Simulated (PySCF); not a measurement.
Species: thioketene, C2H2S.
Atom-mapped SMILES: `[CH2:1]=[C:2]=[S:3]` (hydrogens: H4, H5 on C1)

The same species was optimised twice, with GFN2-xTB and with PBE0-D3(BJ)/def2-SVP (PySCF), and the same property calculations (PySCF, gas phase) were run on both structures.

```
  coordinate  GFN2-xTB  PBE0-D3(BJ)/def2-SVP  change
   C1=C2 (Å)     1.293                 1.311  +0.018
   C1–H5 (Å)     1.076                 1.094  +0.018
   C1–H4 (Å)     1.076                 1.094  +0.018
   C2=S3 (Å)     1.556                 1.559  +0.003
H4–C1–H5 (°)     116.8                 119.0    +2.2
C2–C1–H4 (°)     121.6                 120.5    -1.1
C2–C1–H5 (°)     121.6                 120.5    -1.1
C1–C2–S3 (°)     179.9                 180.0    +0.1
```

Rotational constants: A = 298388, B = 5716, C = 5609 MHz (GFN2-xTB) against A = 282500, B = 5647, C = 5536 MHz (PBE0-D3(BJ)/def2-SVP). Point groups within 0.08 Å: C2v and C2v.

On the GFN2-xTB structure: lowest singlet, TDDFT (eV) 2.59 [B3LYP/def2-SVPD]; lowest triplet, Tamm–Dancoff (eV) 2.26 [B3LYP/def2-SVPD]; isotropic polarisability (au) 47.3 [B3LYP/def2-SVPD]; HOMO (eV) -6.47 [B3LYP/def2-SVPD]; LUMO (eV) -2.43 [B3LYP/def2-SVPD]; dipole (D) 1.18 [B3LYP/def2-SVPD]; HOMO (eV) -6.68 [PBE0/pcSseg-1]; LUMO (eV) -2.19 [PBE0/pcSseg-1]; dipole (D) 1.22 [PBE0/pcSseg-1]; GIAO shielding of C1 (ppm) 136.0 [PBE0/pcSseg-1]; GIAO shielding of C2 (ppm) -76.5 [PBE0/pcSseg-1]; GIAO shielding of S3 (ppm) 182.4 [PBE0/pcSseg-1].

What do these properties become on the PBE0-D3(BJ)/def2-SVP structure?

```json
{"property": "lowest singlet, TDDFT (eV)", "level": "B3LYP/def2-SVPD", "on GFN2-xTB": "2.59", "on PBE0-D3(BJ)/def2-SVP": "2.54", "change": "-0.05"}
{"property": "lowest triplet, Tamm–Dancoff (eV)", "level": "B3LYP/def2-SVPD", "on GFN2-xTB": "2.26", "on PBE0-D3(BJ)/def2-SVP": "2.21", "change": "-0.05"}
{"property": "isotropic polarisability (au)", "level": "B3LYP/def2-SVPD", "on GFN2-xTB": "47.3", "on PBE0-D3(BJ)/def2-SVP": "47.9", "change": "+0.6"}
{"property": "HOMO (eV)", "level": "B3LYP/def2-SVPD", "on GFN2-xTB": "-6.47", "on PBE0-D3(BJ)/def2-SVP": "-6.45", "change": "+0.02"}
{"property": "LUMO (eV)", "level": "B3LYP/def2-SVPD", "on GFN2-xTB": "-2.43", "on PBE0-D3(BJ)/def2-SVP": "-2.46", "change": "-0.03"}
{"property": "dipole (D)", "level": "B3LYP/def2-SVPD", "on GFN2-xTB": "1.18", "on PBE0-D3(BJ)/def2-SVP": "1.11", "change": "-0.07"}
{"property": "energy, GFN2-xTB geometry as zero (kcal/mol)", "level": "B3LYP/def2-SVPD", "on GFN2-xTB": "0.0", "on PBE0-D3(BJ)/def2-SVP": "-0.6", "change": "-0.6"}
{"property": "HOMO (eV)", "level": "PBE0/pcSseg-1", "on GFN2-xTB": "-6.68", "on PBE0-D3(BJ)/def2-SVP": "-6.66", "change": "+0.02"}
{"property": "LUMO (eV)", "level": "PBE0/pcSseg-1", "on GFN2-xTB": "-2.19", "on PBE0-D3(BJ)/def2-SVP": "-2.23", "change": "-0.04"}
{"property": "dipole (D)", "level": "PBE0/pcSseg-1", "on GFN2-xTB": "1.22", "on PBE0-D3(BJ)/def2-SVP": "1.16", "change": "-0.06"}
{"property": "energy, GFN2-xTB geometry as zero (kcal/mol)", "level": "PBE0/pcSseg-1", "on GFN2-xTB": "0.0", "on PBE0-D3(BJ)/def2-SVP": "-0.2", "change": "-0.2"}
{"property": "GIAO shielding of C1 (ppm)", "level": "PBE0/pcSseg-1", "on GFN2-xTB": "136.0", "on PBE0-D3(BJ)/def2-SVP": "131.9", "change": "-4.1"}
{"property": "GIAO shielding of C2 (ppm)", "level": "PBE0/pcSseg-1", "on GFN2-xTB": "-76.5", "on PBE0-D3(BJ)/def2-SVP": "-81.8", "change": "-5.3"}
{"property": "GIAO shielding of S3 (ppm)", "level": "PBE0/pcSseg-1", "on GFN2-xTB": "182.4", "on PBE0-D3(BJ)/def2-SVP": "166.3", "change": "-16.1"}
```

The heavy atoms differ by 0.009 Å rms after alignment. Among all bonds C1=C2, C1–H4 and C1–H5 change most and about equally (+0.018 Å). Changes are differences of the printed values. Neither structure is proved a minimum here.
